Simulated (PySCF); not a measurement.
Telling isomers of C3H6 apart by NMR

Method: shielding tensors at PBE0/pcSseg-1 (GIAO), J: B3LYP/pcJ-1, structure optimised with GFN2-xTB, in PySCF (relativity neglected, fast rotation and ring inversion assumed for equivalent nuclei, a single conformation, no solvent model).

References, each an isolated molecule treated in the same way: ¹H, ¹³C vs TMS. Multiplet labels drop J under 1 Hz and among equivalent protons, and merge close values. Unscaled 3J(H,H) run several per cent high. Shifts are as computed. Against solution values, carbons near 30 ppm lie about +3 ppm off and those near 130 ppm about +5 ppm. Of 1211 compounds with measured shifts, 218 miss one by over three times the rms of a fit or turn the order of signals round; such compounds aren't used in these exercises.

(1) Tabulate the signals of `C=CC`, `C1CC1` and their relative energies.

(2) What is the quickest way to tell C=CC from C1CC1?

Results:

(1) 
```tsv
SMILES	carbon types	δC	δH	E rel. (kcal/mol)
C=CC	1×CH 1×CH2 1×CH3	142.9, 121.7, 23.7	6.16 (ddq, 1H), 5.41 (dq, 1H), 5.24 (dq, 1H), 1.87 (dt, 3H)	0.0
C1CC1	3×CH2	-1.3	0.26 (s, 6H)	3.9
```

Energies are electronic energies at PBE0/pcSseg-1 on these geometries, without zero-point or thermal terms, each for the one conformer computed, which needn't be the lowest.

(2) Count the carbon signals: 3 against 1. The first has an alkene CH at 142.9 ppm, the second a three-membered-ring carbon (CH2) at -1.3 ppm. In the proton spectra the most deshielded non-exchanging signals are 6.16 (ddq, J = 17.9, 11.3, 7.2 Hz, 1H) and 0.26 (s, 6H).
